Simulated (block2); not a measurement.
**DMRG/ANO-RCC-MB run of BF (SMILES [B]F)**

What is the energy change on altering one bond length of BF at DMRG/ANO-RCC-MB? 

The results are computed with block2 0.5.4.

4 further runs of the same task are left out: 4 set aside as unsound or not needed. Runs told in other sessions of the task aren't counted.

## 1. The molecule

The species is BF (2 atoms), meant as a singlet with charge 0. As SMILES, `[B]F`. Geometry: relaxed at PBE0-D4/def2-TZVP.

Bond lengths: B1–F2 1.263 Å.

## 2. The energy at DMRG/ANO-RCC-MB

Input file prepare.py:

```python
from pyscf import ao2mo, cc, dft, gto, mcscf, mp, scf
from pyscf.tools import fcidump

mol = gto.M(atom="mol.xyz", basis="ano-rcc-mb", verbose=3, max_memory=2000)
print("nao                      = %d" % (mol.nao))
mf = scf.RHF(mol)
mf.conv_tol = 1e-10
mf.max_cycle = 200
mf.kernel()
if not mf.converged:
    mf = mf.newton().run(mf.mo_coeff, mf.mo_occ)
print(f"reference energy         = {mf.e_tot:.10f}")
# MP2, CCSD and CCSD(T) with the same frozen core
ref = mf
pt = mp.MP2(ref, frozen=2).run()
mycc = cc.CCSD(ref, frozen=2)
mycc.max_cycle = 150
mycc.kernel()
print("MP2 total energy         = %.10f" % (pt.e_tot))
if mycc.converged:
    print(f"E(CCSD)                  = {mycc.e_tot:.10f}")
    print(f"CCSD(T) total energy     = {mycc.e_tot + mycc.ccsd_t():.10f}")
    print("T1                       = %.4f" % (mycc.get_t1_diagnostic()))
# a few density functionals on the same geometry and basis
ks = dft.RKS(mol, xc="tpss").set(conv_tol=1e-9, verbose=3).run()
if ks.converged:
    print(f"E(TPSS)                  = {ks.e_tot:.8f}")
ks = dft.RKS(mol, xc="blyp").set(conv_tol=1e-9, verbose=3).run()
if ks.converged:
    print(f"E(BLYP)                  = {ks.e_tot:.8f}")
ks = dft.RKS(mol, xc="revpbe").set(conv_tol=1e-9, verbose=3).run()
if ks.converged:
    print(f"E(revPBE)                = {ks.e_tot:.8f}")
ks = dft.RKS(mol, xc="r2scan").set(conv_tol=1e-9, verbose=3).run()
if ks.converged:
    print(f"E(r2SCAN)                = {ks.e_tot:.8f}")
ks = dft.RKS(mol, xc="pbe").set(conv_tol=1e-9, verbose=3).run()
if ks.converged:
    print("E(PBE)                   = %.8f" % (ks.e_tot))
# natural orbitals of MP2 give a compact matrix product state
occ_no, mo = mcscf.addons.make_natural_orbitals(mp.MP2(mf, frozen=2).run())
mf.mo_coeff = mo
# FCIDUMP for the DMRG program
cas = mcscf.CASCI(mf, 8, 10)
h1, ecore = cas.get_h1eff()
fcidump.from_integrals("FCIDUMP", h1, cas.get_h2eff(), 8, 10, nuc=ecore, ms=0)
# exact diagonalisation in the same space
ci = mcscf.CASCI(mf, 8, (5, 5))
ci.fix_spin_(ss=0)
ci.fcisolver.conv_tol = 1e-10
ci.fcisolver.max_cycle = 200
ci.kernel()
print("E(FCI)                   = %.10f" % (ci.e_tot))
```

Input file dmrg.conf:

```
sym c1
orbitals FCIDUMP
nelec 10
spin 0
irrep 1
occ 2 2 2 2 2 0 0 0
cbias 0.2
schedule
0 12 1E-07 1E-03
2 25 1E-07 1E-04
6 50 1E-07 1E-04
9 100 1E-07 1E-05
11 100 1E-08 0.0
end
maxiter 17
sweep_tol 1E-07
fiedler
mem 1g
num_thrds 1
prefix ./tmp
outputlevel 1
onepdm
```

On the command line:

```console
$ python prepare.py && block2main dmrg.conf
```

The program printed:

```text
$ python prepare.py
nao                      = 10
converged SCF energy = -124.023730904887
reference energy         = -124.0237309049
E(RMP2) = -124.073233918878  E_corr = -0.0495030139910971
E(SCS-RMP2) = -124.074176151019  E_corr = -0.0504452461324753
E(CCSD) = -124.0879126127293  E_corr = -0.06418170784243757
MP2 total energy         = -124.0732339189
E(CCSD)                  = -124.0879126127
CCSD(T) correction = -0.00452696292822075
CCSD(T) total energy     = -124.0924395757
T1                       = 0.0182
converged SCF energy = -124.607166804648
E(TPSS)                  = -124.60716680
converged SCF energy = -124.581765345671
E(BLYP)                  = -124.58176535
converged SCF energy = -124.553790751183
E(revPBE)                = -124.55379075
converged SCF energy = -124.531020718439
E(r2SCAN)                = -124.53102072
converged SCF energy = -124.45477232733
E(PBE)                   = -124.45477233
E(RMP2) = -124.073233918878  E_corr = -0.0495030139910971
E(SCS-RMP2) = -124.074176151019  E_corr = -0.0504452461324753
CASCI E = -124.092796543625  E(CI) = -35.4357129141004  S^2 = 0.0000000
E(FCI)                   = -124.0927965436

$ block2main dmrg.conf

[... 34 lines left out ...]
integral sym error =            0
[... 42 lines left out ...]
Sweep =    9 | Direction = backward | Bond dimension =  100 | Noise =  1.00e-05 | Dav threshold =  1.00e-07
Time elapsed =      0.740 | E =    -124.0927965307 | DE = -8.40e-09 | DW = 8.09124e-10

Sweep =   10 | Direction =  forward | Bond dimension =  100 | Noise =  1.00e-05 | Dav threshold =  1.00e-07
Time elapsed =      0.851 | E =    -124.0927965307 | DE = -2.55e-12 | DW = 3.62898e-09

Sweep =   11 | Direction = backward | Bond dimension =  100 | Noise =  0.00e+00 | Dav threshold =  1.00e-08
Time elapsed =      0.939 | E =    -124.0927965424 | DE = -1.18e-08 | DW = 7.34291e-17

Final canonical form =  CRRRRRRR 0
DMRG Energy = -124.092796542428403
npdm string = ['(C+D)0']

Build NPDM MPO | Nsites =     8 | Nmaxops =  2 | SymbolFree = T | Cutoff = 0.00e+00
 Site =     0 /     8 .. L =        4 R =        1 M =            0 Tmid = 0.000 T = 0.000
 Site =     1 /     8 .. L =        4 R =       15 M =           15 Tmid = 0.000 T = 0.000
 Site =     2 /     8 .. L =        4 R =       13 M =           13 Tmid = 0.000 T = 0.000
 Site =     3 /     8 .. L =        4 R =       11 M =           11 Tmid = 0.000 T = 0.000
 Site =     4 /     8 .. L =        4 R =        9 M =            9 Tmid = 0.000 T = 0.000
 Site =     5 /     8 .. L =        4 R =        7 M =            7 Tmid = 0.000 T = 0.000
 Site =     6 /     8 .. L =        4 R =        5 M =            5 Tmid = 0.000 T = 0.000
 Site =     7 /     8 .. L =        1 R =        4 M =            4 Tmid = 0.000 T = 0.000
Ttotal =      0.000

Expectation | Direction =  forward | BRA bond dimension =  100 | KET bond dimension =  100
Time elapsed =      0.034
NPDM Sorting | Nsites =     8 | Nmaxops =  2 | DotSite = 2 | SymbolFree = T | Compressed = T | LowMem = F | Mem = 512 B
Ttotal =      0.000

DMRG OCC =   2.000 1.986 1.981 1.981 1.907 0.062 0.062 0.021
```

Run time: 7.2 s. Hardware: 1 thread of Arm Neoverse N1, shared host; peak memory 0.17 GiB.

## 3. The distorted shape: the energy at DMRG/ANO-RCC-MB

Input file prepare.py:

```python
import numpy as np
from pyscf import ao2mo, cc, dft, gto, lo, mcscf, mp, scf
from pyscf.tools import fcidump

mol = gto.M(atom="""
B      0.00000000     0.00000000    -0.37579094
F      0.00000000     0.00000000     2.36922523
""", basis="ano-rcc-mb", unit="bohr", charge=0, verbose=3)
print("basis functions = %d" % (mol.nao))
mf = scf.RHF(mol)
mf.conv_tol = 1e-10
mf.max_cycle = 200
mf.kernel()
if not mf.converged:
    mf = mf.newton().run(mf.mo_coeff, mf.mo_occ)
print(f"E(HF) = {mf.e_tot:.10f}")
ref = mf
pt = mp.MP2(ref, frozen=2).run()
mycc = cc.CCSD(ref, frozen=2)
mycc.max_cycle = 150
mycc.kernel()
print("MP2 total energy = %.10f" % (pt.e_tot))
if mycc.converged:
    print("CCSD total energy = %.10f" % (mycc.e_tot))
    print(f"E(CCSD(T)) = {mycc.e_tot + mycc.ccsd_t():.10f}")
    print("T1 = %.4f" % (mycc.get_t1_diagnostic()))
ks = dft.RKS(mol, xc="tpss").set(conv_tol=1e-9, verbose=3).run()
if ks.converged:
    print(f"E(TPSS) = {ks.e_tot:.8f}")
ks = dft.RKS(mol, xc="blyp").set(conv_tol=1e-9, verbose=3).run()
if ks.converged:
    print("E(BLYP) = %.8f" % (ks.e_tot))
ks = dft.RKS(mol, xc="revpbe").set(conv_tol=1e-9, verbose=3).run()
if ks.converged:
    print(f"E(revPBE) = {ks.e_tot:.8f}")
ks = dft.RKS(mol, xc="r2scan").set(conv_tol=1e-9, verbose=3).run()
if ks.converged:
    print("E(r2SCAN) = %.8f" % (ks.e_tot))
ks = dft.RKS(mol, xc="pbe").set(conv_tol=1e-9, verbose=3).run()
if ks.converged:
    print("E(PBE) = %.8f" % (ks.e_tot))
mo = mf.mo_coeff.copy()
for a, b in ((2, 7), (7, 10)):
    if b - a > 1:
        mo[:, a:b] = lo.Boys(mol, mo[:, a:b]).kernel()
mf.mo_coeff = mo
cas = mcscf.CASCI(mf, 8, 10)
h1, ecore = cas.get_h1eff()
fcidump.from_integrals("FCIDUMP", h1, cas.get_h2eff(), 8, 10, nuc=ecore, ms=0)
ci = mcscf.CASCI(mf, 8, (5, 5))
ci.fix_spin_(ss=0)
ci.fcisolver.conv_tol = 1e-10
ci.fcisolver.max_cycle = 200
ci.kernel()
print(f"FCI energy = {ci.e_tot:.10f}")
```

Input file dmrg.conf:

```
sym c1
orbitals FCIDUMP
nelec 10
spin 0
irrep 1
occ 2 2 2 2 2 0 0 0
cbias 0.2
schedule
0 25 1E-08 1E-04
2 50 1E-08 1E-04
6 100 1E-08 1E-05
9 100 1E-09 0.0
end
maxiter 15
sweep_tol 1E-07
gaopt default
mem 1g
num_thrds 1
prefix ./tmp
outputlevel 2
```

On the command line:

```console
$ python prepare.py && block2main dmrg.conf
```

The program printed:

```text
$ python prepare.py
basis functions = 10
converged SCF energy = -124.039389753508
E(HF) = -124.0393897535
E(RMP2) = -124.090522323326  E_corr = -0.0511325698176114
E(SCS-RMP2) = -124.09188368794  E_corr = -0.0524939344314283
E(CCSD) = -124.1079237637533  E_corr = -0.0685340102451738
MP2 total energy = -124.0905223233
CCSD total energy = -124.1079237638
CCSD(T) correction = -0.00594479157005384
E(CCSD(T)) = -124.1138685553
T1 = 0.0232
converged SCF energy = -124.633020257771
E(TPSS) = -124.63302026
converged SCF energy = -124.608758850242
E(BLYP) = -124.60875885
converged SCF energy = -124.582244028343
E(revPBE) = -124.58224403
converged SCF energy = -124.55445726039
E(r2SCAN) = -124.55445726
converged SCF energy = -124.481887772782
E(PBE) = -124.48188777

WARN: Initial orbitals are close to convergence. Adding a small perturbation.

CASCI E = -124.114474464197  E(CI) = -34.3101454006783  S^2 = 0.0000000
FCI energy = -124.1144744642

$ block2main dmrg.conf

[... 32 lines left out ...]
integral sym error =            0
[... 43 lines left out ...]
 <-- Site =    5-   6 .. Mmps =    9 Ndav =   1 E =   -124.1141365235 Error = 0.00e+00 FLOPS = 1.70e+08 Tdav = 0.00 T = 0.01
[... 17 lines left out ...]
 --> Site =    3-   4 .. Mmps =   50 Ndav =   6 E =   -124.1144567234 Error = 5.39e-06 FLOPS = 9.36e+08 Tdav = 0.01 T = 0.03
[... 17 lines left out ...]
 <-- Site =    1-   2 .. Mmps =   50 Ndav =   1 E =   -124.1144717229 Error = 1.23e-09 FLOPS = 4.98e+08 Tdav = 0.00 T = 0.01
[... 26 lines left out ...]
 <-- Site =    6-   7 .. Mmps =    3 Ndav =   1 E =   -124.1144589405 Error = 0.00e+00 FLOPS = 2.75e+08 Tdav = 0.00 T = 0.00
[... 17 lines left out ...]
 --> Site =    2-   3 .. Mmps =   35 Ndav =   1 E =   -124.1144722365 Error = 0.00e+00 FLOPS = 8.10e+08 Tdav = 0.00 T = 0.01
[... 17 lines left out ...]
 <-- Site =    2-   3 .. Mmps =  100 Ndav =   1 E =   -124.1144744626 Error = 2.16e-10 FLOPS = 9.56e+08 Tdav = 0.00 T = 0.03
[... 12 lines left out ...]
 --> Site =    1-   2 .. Mmps =   10 Ndav =   1 E =   -124.1144744626 Error = 0.00e+00 FLOPS = 7.90e+08 Tdav = 0.00 T = 0.01
 --> Site =    2-   3 .. Mmps =   35 Ndav =   1 E =   -124.1144744626 Error = 0.00e+00 FLOPS = 9.73e+08 Tdav = 0.00 T = 0.02
 --> Site =    3-   4 .. Mmps =  100 Ndav =   1 E =   -124.1144744626 Error = 2.92e-09 FLOPS = 6.69e+08 Tdav = 0.00 T = 0.02
 --> Site =    4-   5 .. Mmps =  100 Ndav =   1 E =   -124.1144744618 Error = 2.06e-09 FLOPS = 8.17e+08 Tdav = 0.00 T = 0.03
 --> Site =    5-   6 .. Mmps =   62 Ndav =   1 E =   -124.1144744618 Error = 5.48e-15 FLOPS = 5.97e+08 Tdav = 0.00 T = 0.02
 --> Site =    6-   7 .. Mmps =   11 Ndav =   1 E =   -124.1144744618 Error = 3.16e-15 FLOPS = 3.97e+08 Tdav = 0.00 T = 0.01
[... 8 lines left out ...]
Sweep =    9 | Direction = backward | Bond dimension =  100 | Noise =  0.00e+00 | Dav threshold =  1.00e-09
 <-- Site =    6-   7 .. Mmps =    3 Ndav =   2 E =   -124.1144744621 Error = 0.00e+00 FLOPS = 4.59e+08 Tdav = 0.00 T = 0.00
 <-- Site =    5-   6 .. Mmps =   10 Ndav =   2 E =   -124.1144744625 Error = 0.00e+00 FLOPS = 7.48e+08 Tdav = 0.00 T = 0.01
 <-- Site =    4-   5 .. Mmps =   35 Ndav =   2 E =   -124.1144744627 Error = 0.00e+00 FLOPS = 9.30e+08 Tdav = 0.01 T = 0.02
 <-- Site =    3-   4 .. Mmps =   66 Ndav =   2 E =   -124.1144744641 Error = 7.27e-22 FLOPS = 8.14e+08 Tdav = 0.01 T = 0.02
 <-- Site =    2-   3 .. Mmps =   35 Ndav =   1 E =   -124.1144744641 Error = 5.82e-17 FLOPS = 9.48e+08 Tdav = 0.00 T = 0.02
 <-- Site =    1-   2 .. Mmps =   10 Ndav =   1 E =   -124.1144744641 Error = 2.59e-16 FLOPS = 3.25e+08 Tdav = 0.00 T = 0.01
 <-- Site =    0-   1 .. Mmps =    3 Ndav =   1 E =   -124.1144744641 Error = 1.13e-16 FLOPS = 3.31e+07 Tdav = 0.00 T = 0.00
Time elapsed =      0.939 | E =    -124.1144744641 | DE = -1.56e-09 | DW = 2.59269e-16
Time sweep =        0.085 | 11.8 MFLOP/SWP
 | Dmem = 523 KB (3%) | Imem = 43.7 KB (96%) | Hmem = 2.60 MB | Wmem = 9.19 KB | Pmem = 0 B
 | Tread = 0.002 | Twrite = 0.002 | Tfpread = 0.001 | Tfpwrite = 0.001 | Tmporead = 0.000
 | data = 363 KB | cpsd = 250 KB | Tasync = 0.000
 | Trot = 0.002 | Tctr = 0.000 | Tint = 0.000 | Tmid = 0.001 | Tdctr = 0.001 | Tdiag = 0.004 | Tinfo = 0.007
 | Teff = 0.043 | Tprt = 0.000 | Teig = 0.015 | Tblk = 0.069 | Tmve = 0.015 | Tdm = 0.000 | Tsplt = 0.003 | Tsvd = 0.000 | Torth = 0.000

Final canonical form =  CRRRRRRR 0
DMRG Energy = -124.114474464124029
```

Run time: 8.2 s. Hardware: 1 thread of Arm Neoverse N1, shared host; peak memory 0.17 GiB.

## 4. Outcome

Level: DMRG/ANO-RCC-MB, 2 core orbitals frozen.

| quantity | value |
| --- | --- |
| run 1, DMRG/ANO-RCC-MB: total energy | -124.09280 Eh |
| run 1, DMRG/ANO-RCC-MB: T1 diagnostic of the CCSD step | 0.018 |
| distorted shape: total energy | -124.11447 Eh |
| distorted shape: T1 diagnostic of the CCSD step | 0.023 |
| energy change with the B1–F2 bond stretched from 1.263 to 1.453 Å | -0.590 eV |

In words: With the B1–F2 bond stretched from 1.263 to 1.453 Å the energy falls by 0.59 eV (56.9 kJ/mol). The first shape isn't relaxed at this level, so the change isn't measured from a minimum. The minimal basis adds a large error of its own. The basis (run 1, DMRG/ANO-RCC-MB) was made for a relativistic Hamiltonian, but the run is non-relativistic. The T1 diagnostic (distorted shape) of 0.023 is above the customary mark for such species, so a single reference may not serve. The basis (distorted shape) was made for a relativistic Hamiltonian, but the run is non-relativistic.
